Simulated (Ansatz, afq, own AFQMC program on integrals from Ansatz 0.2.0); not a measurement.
The Si2–H8 bond of Si3Ge2H10, singlet, worked out

```xyz
15

Si   -1.0213    1.5567    0.6581
Si   -0.0678   -0.1378    1.9832
Ge    1.5731   -1.1374    0.5468
Ge    0.7456   -0.7390   -1.7227
Si   -1.2840    0.5085   -1.4323
H    -0.0349    2.6766    0.5196
H    -2.2990    2.1000    1.2147
H     0.5135    0.3662    3.2661
H    -1.1213   -1.1555    2.2968
H     1.7515   -2.6411    0.8336
H     2.9381   -0.4445    0.7318
H     0.4999   -2.0605   -2.4766
H     1.7762    0.0866   -2.5186
H    -1.5365    1.4699   -2.5503
H    -2.4331   -0.4488   -1.3502
```

The molecule and both fragments are relaxed with PBE0/def2-SVP; the fragments keep their bonds.

Basis def2-SVP. Only valence electrons are correlated. Integrals, coupled cluster, full CI and functionals: Ansatz 0.2.0; the random walks run on the same integrals in our own AFQMC program. The CISD trial takes its coefficients from CCSD amplitudes. Released means that phaseless walkers are propagated on without the constraint, phases kept. Error bars are statistical, one sigma. No spin–orbit coupling.

Total energies in eV. CBS is CCSD(T) at the limit of def2-TZVPP/QZVPP (MP2 extrapolated, CCSD(T) minus MP2 added); the highest rung of each member is named.

Cautions: inner d shell frozen; no relativity below Rb; no spin-orbit coupling; Si₃Ge₂H₁₀ (singlet): the ph-AFQMC/CISD walk drifts between its halves (2.1 errors), the released value is read at 0.90 1/Eh with a noise of 19 meV, more than in the cases checked (meV from the phaseless value at times in 1/Eh: -11 ± 12 at 0.21, -12 ± 12 at 0.42, -24 ± 17 at 0.63, -34 ± 19 at 0.90); Si₃Ge₂H₉ (doublet): the released value is read at 0.63 1/Eh with a noise of 17 meV, more than in the cases checked, later times being too noisy (meV from the phaseless value at times in 1/Eh: -15 ± 13 at 0.21, -16 ± 17 at 0.42, -27 ± 17 at 0.63, -18 ± 24 at 0.90).

```csv
member,count,CCSD(T)/def2-SVP,highest rung in def2-SVP,which,CCSD(T)/CBS
"Si₃Ge₂H₉, doublet",+1,-136670.0707,-136670.1967 ± 0.0166,released AFQMC,-136701.4453
H (doublet),+1,-13.5861,-13.5861,FCI,-13.6059
"Si₃Ge₂H₁₀, singlet",-1,-136687.3925,-136687.5141 ± 0.0187,released AFQMC,-136718.9789
```

Task: Work out the best estimate of the bond energy: the CCSD(T)/CBS difference plus the step from CCSD(T) to the highest rung.

Result: Sums with the counts: CCSD(T)/CBS 3.9277 eV, highest rung 3.7313 eV, CCSD(T)/def2-SVP 3.7357 eV. The step is 3.7313 − 3.7357 = -0.0044 eV, so the best estimate is 3.9277 + (-0.0044) = 3.9233 eV, with sampling noise 0.025 eV. The step is under twice that noise, so its sign is open. The basis set is worth 0.192 eV of it. Zero-point, core-correlation and spin–orbit terms aren't in it. Past Ne the Hartree–Fock part of each CBS total tends to overshoot, since the cores don't follow the formula; that largely cancels in the difference.

Best estimates are given only where the step beyond CCSD(T) is under 0.3 eV and no member's determinant is very poor (T1 over 0.05, or 0.07 for open shells, ⟨S²⟩ too high by 0.3, two states mixed), so the hardest cases are missing from such tables.

Each member of a difference takes its own highest rung, so a best estimate needn't equal the limit plus the step of one row. Released energies are given only where the last usable release times agree within the noise; a slower fall can still hide under it.
